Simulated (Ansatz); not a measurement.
**AlH2OSi− (SMILES [O]1[AlH][SiH-]1): functionals against CCSD(T) at one geometry**

The task here is to estimate one member of a computed series from the others.

The runs use Ansatz 0.2.0, Gaussian basis; single points in def2-TZVPPD.

Cores are frozen in the correlated methods. B3LYP uses VWN-RPA correlation.

### Where the work starts

5 atoms, charge -1, spin multiplicity 1.

Atoms are counted from 1 here; the program's logs count them from 0.

Bond lengths: O1–Al2 1.888 Å, O1–Si3 1.687 Å, Al2–Si3 2.447 Å, Si3–H5 1.592 Å. Angles: Al2–O1–Si3 86.2°, O1–Al2–Si3 43.5°, O1–Si3–Al2 50.3°, O1–Si3–H5 97.9°, Al2–Si3–H5 140.6°.

Geometry (Å):

```xyz
5
AlH2OSi
O    -0.3518    0.4136    0.6811
Al    0.0195   -1.3779    0.2156
Si    1.0924    0.7982   -0.1019
H    -1.7362   -2.0653   -0.5585
H     0.7376    2.2998   -0.4929
```

Set-up of the first run:

run/in.yaml

```yaml
crystal:
  periodic: [false, false, false]
  atoms:
    - {symbol: O, position_ang: [-0.351800, 0.413600, 0.681100]}
    - {symbol: Al, position_ang: [0.019500, -1.377900, 0.215600]}
    - {symbol: Si, position_ang: [1.092400, 0.798200, -0.101900]}
    - {symbol: H, position_ang: [-1.736200, -2.065300, -0.558500]}
    - {symbol: H, position_ang: [0.737600, 2.299800, -0.492900]}
basis:
  gaussian: {orbitals: "def2-TZVPPD.json"}
total_charge: -1
correlation: {method: ccsd_t}
output: {forces: true}
```

The basis file named in the input lies beside it (Basis Set Exchange, JSON).

The command line of these runs was not kept.

Among the steps run: CCSD(T)/def2-TZVPPD; PBE0-D4/def2-TZVPPD; wB97M-V/def2-TZVPPD; r2SCAN-D4/def2-TZVPPD; PBE-D4/def2-TZVPPD; SPW92/def2-TZVPPD; B3LYP-D4/def2-TZVPPD.

One of the session's tables, all rows but one given; the rest of the session is left out.

```
   method  RMS force component (eV/Å)  angle to CCSD(T) forces (°)
  CCSD(T)                       0.983                    reference
  PBE0-D4                       0.942                          9.9
  wB97M-V                           ?                            ?
r2SCAN-D4                       0.894                          7.7
   PBE-D4                       0.772                         11.8
    SPW92                       0.806                         12.1
 B3LYP-D4                       0.947                          5.7
```

Estimate the missing values for wB97M-V.

As computed: RMS force component (eV/Å): 1.038; angle to CCSD(T) forces (°): 10.7. In the column «RMS force component (eV/Å)» it is the highest.
